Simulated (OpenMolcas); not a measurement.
**PH2 (SMILES [PH2]) at UHCTH407/ANO-R1 (DKH3)**

Aim: the vertical electron affinity of PH2 at UHCTH407/ANO-R1 (DKH3), from 2 runs. 

The results are computed with OpenMolcas 26.06.

### 1 Starting point

PH2: 3 atoms, total charge 0, spin state doublet. SMILES: `[PH2]`. The shape is that of a GFN2-xTB optimisation.

Bond lengths: P1–H2 1.392 Å, P1–H3 1.392 Å. Angles: H2–P1–H3 91.4°.

### 2 A single-point energy at UHCTH407/ANO-R1 (DKH3)

File geom.xyz:

```xyz
3

P      0.514470    -0.302750     0.252680
H      0.111510     1.027360     0.172420
H     -0.625980    -0.724620    -0.425100
```

File job.input:

```
&GATEWAY
 Coord
 geom.xyz
 Basis
 ANO-R1
 Group
 NoSym

&SEWARD
 Relativistic
 R03O02
 Expert

&SCF
 UHF
 Spin
 2
 KSDFT
 GGA_XC_HCTH_407
 PrOrbitals
 1 1
```

Command:

```sh
$ export MOLCAS_MEM=1860
$ pymolcas job.input > job.log
```

What it wrote:

```text
--- Start Module: gateway ---
[...]
--- Stop Module: gateway /rc=_RC_ALL_IS_WELL_ ---
--- Start Module: seward ---
[...]
 ###    WARNING:  EXPERT option is ON!                                       ###
 ###############################################################################
               SEWARD will generate:
[...]
      Basis functions           28
--- Stop Module: seward /rc=_RC_ALL_IS_WELL_ ---
[...]
--- Start Module: scf ---
[...]
       Convergence after  10 Iterations
[...]
::    Total KS-DFT energy                            -343.3788058117
[...]
      Total spin, S                                     0.5035124580
[...]
      Total electronic charge=   17.000000
      Total            charge=   -0.000000
[...]
      Dipole Moment (debye):
      Origin of the operator (angstrom)=    0.4673   -0.2750    0.2295
                   X= -5.5043E-01               Y=  3.2389E-01               Z= -2.7034E-01           Total=  6.9352E-01
      Quadrupole Moment (debye*angstrom):
[...]
--- Stop Module: scf /rc=_RC_ALL_IS_WELL_ ---
[...]
```

Wall time 3.6 s (1 thread of Arm Neoverse V1, shared host); peak memory 0.38 GiB.

### 3 The singlet anion

geom.xyz is that of step 2.

File job.input:

```
* H2P Kohn-Sham DFT

&gateway
 coord
 geom.xyz
 basis
 ANO-R1
 group
 NoSym

&seward
 relativistic
 R03O02
 expert

&scf
 charge
 -1
 ksdft
 GGA_XC_HCTH_407
 prorbitals
 1 1
```

Command:

```sh
$ export MOLCAS_MEM=1860
$ pymolcas job.input > job.log
```

What it wrote:

```text
--- Start Module: gateway ---
[...]
--- Stop Module: gateway /rc=_RC_ALL_IS_WELL_ ---
--- Start Module: seward ---
[...]
 ###    WARNING:  EXPERT option is ON!                                       ###
 ###############################################################################
               SEWARD will generate:
[...]
      Basis functions           28
--- Stop Module: seward /rc=_RC_ALL_IS_WELL_ ---
[...]
--- Start Module: scf ---
[...]
       Convergence after  12 Iterations
[...]
::    Total KS-DFT energy                            -343.3938056566
[...]
      Total spin, S                                     0.0000000000
[...]
      Total electronic charge=   18.000000
      Total            charge=   -1.000000
[...]
      Dipole Moment (debye):
      Origin of the operator (angstrom)=    0.4673   -0.2750    0.2295
                   X= -3.4791E-01               Y=  2.0471E-01               Z= -1.7088E-01           Total=  4.3835E-01
      Center of Charge (angstrom)
[...]
--- Stop Module: scf /rc=_RC_ALL_IS_WELL_ ---
[...]
```

Run time: 3.3 s. Hardware: 1 thread of Arm Neoverse V1, shared host; peak memory 0.38 GiB.

### 4 Outcome

At UHCTH407/ANO-R1 (DKH3):

| quantity | value |
| --- | --- |
| doublet PH2: total energy | -343.37881 Eh |
| doublet PH2: dipole moment | 0.69 D |
| doublet PH2: HOMO energy (highest over α and β) | -6.01 eV |
| doublet PH2: LUMO energy (lowest over α and β) | -4.07 eV |
| doublet PH2: ⟨S²⟩ | 0.757 |
| singlet anion: total energy | -343.39381 Eh |
| singlet anion: HOMO energy | 3.15 eV |
| singlet anion: LUMO energy | 5.04 eV |
| singlet anion: HOMO–LUMO gap (to an unbound level, set by the basis) | 1.89 eV |
| vertical electron affinity (to the singlet anion) | 0.408 eV |

**Reading.** At fixed nuclei the extra electron is bound by 0.41 eV (39.4 kJ/mol). The basis has no diffuse functions, so the error can be as large as this value. The HOMO (singlet anion) lies at positive energy, 3.15 eV, as semi-local functionals often give for anions; only total energies tell whether the electron is bound.
